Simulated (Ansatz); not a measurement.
# AlH₄ (doublet): the correlation ladder at a displaced geometry (v2), 6-31G

The task here is to estimate one member of a computed series from the others.

Computed with Ansatz 0.2.0, Gaussian basis. Level: 6-31G, core rule «outside noble gas», up to 5 orbitals frozen.

The runs, in order: UHF; CCSD(T) on ROHF; CCSD(T) on UHF; BCCD(T) on ROHF; CISD; CCSDT(Q) on ROHF; CCSDT(Q) on UHF; CISDTQ; CCSDTQ on ROHF; CCSDTQ on UHF; Full CI.

30 further runs of the same task are left out: 12 for a known fault of the program, 6 that didn't finish, 12 set aside as unsound or not needed.

**The system**

The geometry is a PBE0/def2-TZVP stationary point (not a proven minimum) with its atoms shifted at random (size 0.100 Å).

5 atoms, charge 0, spin multiplicity 2.

Atoms are counted from 1 here; the program's logs count them from 0.

Bond lengths: Al1–H4 1.524 Å, Al1–H5 1.638 Å, H2–H3 0.692 Å. Angles: H4–Al1–H5 123.6°.

The first run:

Contents of in.yaml:

```yaml
crystal:
  periodic: [false, false, false]
  atoms:
    - {symbol: Al, position_ang: [-0.047956, 0.006434, -0.131318]}
    - {symbol: H, position_ang: [0.295759, 0.016463, 1.998816]}
    - {symbol: H, position_ang: [-0.393409, -0.026669, 1.961252]}
    - {symbol: H, position_ang: [0.740067, 1.310277, -0.165719]}
    - {symbol: H, position_ang: [0.641319, -1.472295, -0.279096]}
basis:
  gaussian: {orbitals: 6-31G}
magnetization: {spin_polarized: true, initial_magnetization: 1}
hamiltonian: {xc: hf}
output: {orbitals: {seedname: orbitals}}
```

The run is started by

```
> ansatz run in.yaml --threads 1 --pin off --events-out ev --progress --plain --max-ram 2393MiB
```

Steps of the session up to this table: UHF; CCSD(T) on ROHF; CCSD(T) on UHF; BCCD(T) on ROHF; CISD; CCSDT(Q) on ROHF; CCSDT(Q) on UHF; CISDTQ; CCSDTQ on ROHF; CCSDTQ on UHF; Full CI.

One of the session's tables, all rows but one given; the rest of the session is left out.

```
   method  from FCI (kcal/mol)
     ROHF               +43.89
      UHF               +43.68
     RMP2               +13.54
     UMP2               +13.48
     CISD                +1.86
    RCCSD                +0.60
    UCCSD                +0.59
 RCCSD(T)                    ?
 UCCSD(T)                +0.20
  BCCD(T)                +0.20
   RCCSDT                +0.01
   UCCSDT                +0.01
   CISDTQ                +0.03
RCCSDT(Q)                 0.00
UCCSDT(Q)                 0.00
  RCCSDTQ                 0.00
  UCCSDTQ                 0.00
      FCI                    0
```

Estimate the missing values for RCCSD(T).

The run gave: from FCI (kcal/mol): +0.21. In the column «from FCI (kcal/mol)» it lies between BCCD(T) (+0.20) and UCCSD (+0.59).

Among the levels timed on like hardware and quicker than the yardstick, those that no quicker one beats, quickest first: CISD (0.21 s, +1.86 kcal/mol); UCCSD(T) (0.24 s, +0.20 kcal/mol); BCCD(T) (0.27 s, +0.20 kcal/mol); UCCSDT(Q) (0.66 s, 0.00 kcal/mol). Runs this short are mostly start-up, so their order is noise.

Limits of these values: The yardstick is full CI for this spin, exact in this basis with these frozen cores. Levels on UHF freeze UHF's core orbitals, full CI those of ROHF, so the U rows can settle a little off it for that reason alone. Restricted and unrestricted rows rest on different reference determinants; where their highest levels disagree by more than a few hundredths of an eV, they describe different states and don't form one ladder.
